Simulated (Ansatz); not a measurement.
The first iterations of a band of CHO$_{2}$ (4 atoms, charge 0, multiplicity 2).

The calculation used UKS PBE0-D4/cc-pVDZ in Ansatz 0.2.0.

```json
{"movable images": "7", "climbing image": "yes", "spring": "5.0 eV/Å²", "optimiser": "quadratic models (default)", "start path": "through a guess of the saddle point", "force threshold": "0.05 eV/Å", "iteration limit": "60", "end points": "relaxed"}
```

First end point:

```xyz
4
Properties=species:S:1:pos:R:3
O -1.160 0.005 0.525
C -0.051 -0.070 0.070
O 1.011 -0.725 0.113
H 0.256 0.730 -0.728
```

Last end point:

```xyz
4
Properties=species:S:1:pos:R:3
O -0.688 0.301 0.063
C 0.529 -0.239 -0.061
O 0.946 -1.181 0.517
H -0.731 1.059 -0.538
```

| iteration | highest image above the first end (eV) | largest band force component (eV/Å) |
| --- | --- | --- |
| 1 | 1.555 | 5.132 |
| 2 | 1.062 | 2.214 |
| 3 | 0.990 | 3.169 |
| 4 | 0.968 | 1.268 |
| 5 | 0.942 | 1.263 |
| 6 | 0.949 | 0.644 |

**Question.** Does the band converge within its limit, and where does its top end?

**Answer.** It converged. It ended after 20 iterations with the highest image 1.028 eV above the first end. A vibrational analysis at the climbing image gives one clearly imaginary mode, 1852i cm⁻¹: a first-order saddle point.

Run time: 2.9 min on 1 thread of Arm Neoverse V2, on a shared host, peak memory 0.1 GiB.
